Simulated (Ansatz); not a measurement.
Frontier orbitals of C3H6F2O, SMILES `FCCOCF`.

```xyz
12

F     0.604    1.350   -1.948
C     0.014    1.622   -0.731
C    -0.443    0.358   -0.069
O     0.689   -0.373    0.359
C     0.429   -1.666    0.703
F    -0.311   -1.734    1.870
H     0.748    2.138   -0.106
H    -0.843    2.279   -0.907
H    -1.081    0.612    0.786
H    -1.035   -0.240   -0.776
H     1.386   -2.157    0.885
H    -0.158   -2.187   -0.065
```

Charge 0, multiplicity 1. Geometry: relaxed with PBE0-D4/def2-TZVP. It is one conformer, not always the lowest. Basis def2-TZVPP, Ansatz 0.2.0.

```csv
functional,HOMO (eV),LUMO (eV),gap (eV)
LDA (SPW92),-7.16,0.44,7.60
PBE,-7.00,0.61,7.61
B97M-V,-7.52,0.78,8.30
PBE0,-8.64,1.43,10.07
r2SCANh,-7.97,1.63,9.60
r2SCAN0,-8.90,1.97,10.87
HSE06 (plane-wave form),-8.23,1.06,9.29
BHLYP,-10.27,2.00,12.27
CAM-B3LYP,-10.14,2.17,12.31
LC-ωPBE,-11.45,3.50,14.95
ωB97M-V,-11.08,2.88,13.96
HF,-12.84,3.98,16.82
```

From PBE to PBE0 the HOMO moves by −1.64 eV and the LUMO by +0.82 eV, and with ωB97M-V by −4.07 and +2.27 eV, so the gap grows from 7.61 to 13.95 eV with exact exchange. A positive LUMO is unbound and depends on the basis.

LC-ωPBE has ω = 0.4 bohr⁻¹.
